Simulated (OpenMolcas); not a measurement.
# CH4BN (SMILES B1CN1): a first try and a second

Wanted: energy and forces of CH4BN, RI-MP2/6-311++G** (RICD fitting).

Program for the calculation: OpenMolcas 26.06.

2 further runs of the same task are left out: 1 that didn't finish, 1 set aside as unsound or not needed.

### 1 The system as given

The species is CH4BN (7 atoms), meant as a singlet with charge 0. As SMILES, `B1CN1`. Geometry: relaxed at GFN2-xTB.

Bond lengths: B1–C2 1.554 Å, B1–N3 1.344 Å, C2–N3 1.459 Å, B1–H4 1.150 Å, C2–H5 1.088 Å, C2–H6 1.088 Å, N3–H7 1.000 Å. Some angles: B1–C2–N3 52.9°, C2–B1–N3 60.0°, B1–N3–C2 67.2°, B1–C2–H5 123.0°, B1–C2–H6 123.0°, N3–C2–H5 115.9°, N3–C2–H6 115.9°, C2–B1–H4 156.0°, N3–B1–H4 144.1°, B1–N3–H7 160.4°.

### 2 First attempt

mol.xyz

```xyz
7

B     -0.809240    -0.393500    -0.371710
C      0.139690     0.712950     0.165900
N      0.426620    -0.712960     0.048980
H     -1.783620    -0.820210    -0.809050
H      0.714220     1.368880    -0.485570
H      0.814220     1.388880    -0.485570
H      1.233490    -1.259700     0.272260
```

calc.input

```
* CH4BN RI-MP2

&GATEWAY
  BasLib
  $CurrDir
  Coord
  mol.xyz
  Basis
  6-311ppGss
  Group
  NoSym
  RICD
  aCD

&SEWARD

&SCF
  Iterations
  92
  PrOrbitals
  1 1

&MBPT2
  Frozen
  3
  Grdt

&ALASKA
```

The basis set 6-311++G** is read from a file made from the Basis Set Exchange's data (not shown).

Command:

```bash
export MOLCAS_MEM=1860
pymolcas calc.input > calc.log
```

The log of the run:

```text
--- Start Module: gateway ---
[...]
--- Stop Module: gateway /rc=_RC_ALL_IS_WELL_ ---
[...]
      Basis functions           94
[...]
       Convergence after  12 Iterations
[...]
::    Total SCF energy                               -115.4856326111
[...]
      Total spin, S                                     0.0000000000
[...]
      Total electronic charge=   22.000000
      Total            charge=   -0.000000
[...]
--- Start Module: mbpt2 ---
[...]
WARNING!
Default frozen orbitals as non valence orbitals is overwritten by user input.
Default values:   3
[...]
       Reference weight ( Cref**2 )         =        0.87924
::    Total MBPT2 energy                             -115.8918085918
[...]
      Dipole Moment (debye):
      Origin of the operator (angstrom)=   -0.0066   -0.1237   -0.0715
                   X=  1.6844E+00               Y= -1.2818E+00               Z= -2.1534E+00           Total=  3.0195E+00
      Quadrupole Moment (debye*angstrom):
[...]
--- Stop Module: mbpt2 /rc=_RC_ALL_IS_WELL_ ---
[...]
--- Start Module: alaska ---
[...]
 *              Molecular gradients               *
 **************************************************
  Irreducible representation: a
 ------------------------------------------------------------------------------------------
                              X                       Y                       Z
 ------------------------------------------------------------------------------------------
  B1               -3.12782261634492E-03   -1.14745872259177E-02    2.30070475513902E-02
  C2                7.65503844872526E-02    5.37642001300718E-02   -1.46513386534030E-01
  N3               -2.57995744698771E-02   -9.32847402491799E-03    2.13447949768104E-02
  H4                1.39480381863519E-02    4.61765363653532E-03    4.78205839162693E-03
  H5                2.56481460986514E+01    5.12477173560832E+00    4.72956150263233E-02
  H6               -2.57094845915491E+01   -5.17042204956518E+00    6.20659626063302E-02
  H7               -2.32532689601772E-04    8.07152144108247E-03   -1.19820920184369E-02
 ------------------------------------------------------------------------------------------
--- Stop Module: alaska /rc=_RC_ALL_IS_WELL_ ---
[...]
```

Run time: 8.7 s. Hardware: 1 thread of Arm Neoverse V2, shared host.

### 3 Reading the log

The run finished; that doesn't make the result usable.

What is wrong: two atoms lie on top of or far too near each other. As the program read them, the closest atoms are 0.10 Å apart, against 1.00 Å in the sound input.

### 4 Try two

mol.xyz: that of step 2 with these lines changed.

```diff
@@ -7,3 +7,3 @@
 H      0.714220     1.368880    -0.485570
-H      0.814220     1.388880    -0.485570
+H      0.078850     1.104540     1.179190
 H      1.233490    -1.259700     0.272260
```

calc.input

```
* CH4BN RI-MP2

&GATEWAY
  BasLib=$CurrDir
  Coord=mol.xyz
  Basis=6-311ppGss
  Group=NoSym
  RICD
  aCD

&SEWARD

&SCF
  PrOrbitals=1 2

&MBPT2
  Frozen=3
  Grdt

&ALASKA
```

The basis set 6-311++G** is read from a file made from the Basis Set Exchange's data (not shown).

Command:

```bash
export MOLCAS_MEM=1860
pymolcas calc.input > calc.log
```

The log of the run:

```text
--- Start Module: gateway ---
[...]
--- Stop Module: gateway /rc=_RC_ALL_IS_WELL_ ---
[...]
      Basis functions           94
[...]
       Convergence after  11 Iterations
[...]
::    Total SCF energy                               -119.3209041095
[...]
      Total spin, S                                     0.0000000000
[...]
      Total electronic charge=   22.000000
      Total            charge=   -0.000000
[...]
--- Start Module: mbpt2 ---
[...]
WARNING!
Default frozen orbitals as non valence orbitals is overwritten by user input.
Default values:   3
[...]
       Reference weight ( Cref**2 )         =        0.87832
::    Total MBPT2 energy                             -119.7343430451
[...]
      Dipole Moment (debye):
      Origin of the operator (angstrom)=   -0.0247   -0.1307   -0.0306
                   X=  1.0411E+00               Y= -5.3484E-01               Z=  3.1592E-01           Total=  1.2124E+00
      Quadrupole Moment (debye*angstrom):
[...]
--- Stop Module: mbpt2 /rc=_RC_ALL_IS_WELL_ ---
[...]
--- Start Module: alaska ---
[...]
 *              Molecular gradients               *
 **************************************************
  Irreducible representation: a
 ------------------------------------------------------------------------------------------
                              X                       Y                       Z
 ------------------------------------------------------------------------------------------
  B1               -6.17790513253169E-04    6.84052070459629E-04   -2.20947388435810E-04
  C2               -7.06979385697110E-03   -2.03876572156503E-02   -5.61787992292451E-03
  N3               -7.85022250852840E-03    9.91069533369870E-03   -1.40348309628702E-03
  H4                1.38421998866725E-02    5.16715682109359E-03    6.12875075769570E-03
  H5                1.21876893895623E-03   -1.04966707872123E-03    3.42107260280544E-03
  H6                3.28775104390155E-03   -3.02203242346755E-04   -2.18588785038465E-03
  H7               -2.81091299079694E-03    5.97762331145346E-03   -1.21625102470047E-04
 ------------------------------------------------------------------------------------------
--- Stop Module: alaska /rc=_RC_ALL_IS_WELL_ ---
[...]
```

Wall time 8.1 s (1 thread of Arm Neoverse V2, shared host).

### 5 What came out

At RI-MP2/6-311++G** (RICD fitting):

| quantity | value |
| --- | --- |
| total energy | -119.73434 Eh |
| dipole moment (mean-field density) | 0.89 D |
| HOMO energy (Hartree–Fock orbitals) | -10.77 eV |
| LUMO energy (Hartree–Fock orbitals) | 1.18 eV |
| HOMO–LUMO gap (Hartree–Fock orbitals) | 11.95 eV |
| correlation energy (3 core orbitals frozen) | -413.4 mEh |
| largest force on an atom | 1.147 eV/Å |

What this shows: The first attempt's energy was +104.561 eV off this one. The largest force is 1.15 eV/Å: the shape isn't a stationary point for this species at this level.
